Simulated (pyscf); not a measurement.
Thermochemistry of product channels of H₂B–NH₂ + H atom (H•) on the doublet surface, in kcal/mol, from ωB97M-D3(BJ)/def2-TZVP energies (ideal gas, 1 atm, RRHO with modes under 100 cm⁻¹ raised to 100, one conformer, R ln 2 for rigid chiral ones). Single points on ωB97X-D3(BJ)/def2-SVP structures (PySCF, gas phase).

```tsv
products	ΔE	ΔH(298 K)	ΔG(600 K)	ΔG(900 K)
[HB–NH₂]• + hydrogen (H₂)	+4.3	+4.0	+0.5	-1.3
[H₂B–NH]• + hydrogen (H₂)	+12.6	+9.1	+2.7	-0.9
BH [singlet] + amino radical (NH₂•) + hydrogen (H₂)	+127.9	+121.9	+99.4	+87.8
```

The channel to [HB–NH₂]• + H₂ turns favourable between 298 and 1200 K (ΔG from +2.3 kcal/mol to -3.0 kcal/mol). The channel to [H₂B–NH]• + H₂ turns favourable between 298 and 1200 K (ΔG from +6.1 kcal/mol to -4.5 kcal/mol).

These are energies of the channels, which say nothing of barriers.
